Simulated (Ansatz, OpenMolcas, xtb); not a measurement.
# Ligand exchange: C2H3N + NaNH2 → CH2N2 + CH3Na

Species: C2H3N (acetonitrile) `CC#N`, singlet; NaNH2 `[NH2][Na]`, singlet; CH2N2 (cyanamide) `N#CN`, singlet; CH3Na `[CH3][Na]`, singlet. The partners trade CH3 for NH2: C–CH3 and Na–NH2 bonds give way to C–NH2 and Na–CH3.

Shapes, held fixed at every level: PBE0-D4/def2-TZVP. Programs: Ansatz 0.2.0, OpenMolcas 26.06, xtb 6.7.1. The zero-point and thermal change to 298 K, harmonic and unscaled (PBE0-D4/def2-TZVP), is -1.7 kJ/mol.

Q: Estimate ΔH(298 K) of this reaction.

A: The highest level, CCSD(T)/def2-TZVPP, gives ΔH(298 K) = +89.4 kJ/mol; the levels span +72.4 to +140.0. The column of differences is taken from that level and isn't an error. No measured value is set beside it here. Outer-core shells of Na are correlated in most correlated rows, in sets that cover them unevenly.

```json
{"level": "GFN0-xTB", "kind": "semi-empirical", "ΔH(298 K) (kJ/mol)": "+140.0", "less CCSD(T)/def2-TZVPP": "+50.6"}
{"level": "HF/def2-TZVPP", "kind": "Hartree–Fock", "ΔH(298 K) (kJ/mol)": "+93.9", "less CCSD(T)/def2-TZVPP": "+4.5"}
{"level": "B3LYP/6-31G* (spherical functions)", "kind": "global hybrid", "ΔH(298 K) (kJ/mol)": "+72.4", "less CCSD(T)/def2-TZVPP": "-17.0"}
{"level": "BHLYP-D4/def2-TZVPP", "kind": "global hybrid", "ΔH(298 K) (kJ/mol)": "+84.0", "less CCSD(T)/def2-TZVPP": "-5.4"}
{"level": "wB97M-V/def2-TZVPP", "kind": "range-separated hybrid", "ΔH(298 K) (kJ/mol)": "+83.6", "less CCSD(T)/def2-TZVPP": "-5.8"}
{"level": "MP2/def2-SVP", "kind": "perturbation theory", "ΔH(298 K) (kJ/mol)": "+83.7", "less CCSD(T)/def2-TZVPP": "-5.7"}
{"level": "MP2/def2-TZVPP", "kind": "perturbation theory", "ΔH(298 K) (kJ/mol)": "+94.3", "less CCSD(T)/def2-TZVPP": "+4.9"}
{"level": "CCSD(T)/def2-TZVPP", "kind": "coupled cluster or CI", "ΔH(298 K) (kJ/mol)": "+89.4", "less CCSD(T)/def2-TZVPP": "0.0"}
```
